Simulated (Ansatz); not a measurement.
disulfur (S2), SMILES S=S (connectivity only; charge and spin as stated), neutral, multiplicity 3.

Geometry: PBE0-D3(BJ)/def2-TZVPD.

Two levels are set side by side: PBE/def2-TZVPD (Ansatz, an electronic-structure program) and CAM-B3LYP/def2-TZVPD (Ansatz). Energy differences of separate SCF runs at the same geometry; the states with an electron removed or added have multiplicity 2 and 2. Differences are taken from unrounded values.

| quantity | CAM-B3LYP | PBE | PBE minus CAM-B3LYP |
|---|---|---|---|
| vertical ionisation energy (eV) | 9.72 | 9.46 | -0.27 |
| vertical electron affinity (eV) | 1.50 | 1.35 | -0.15 |
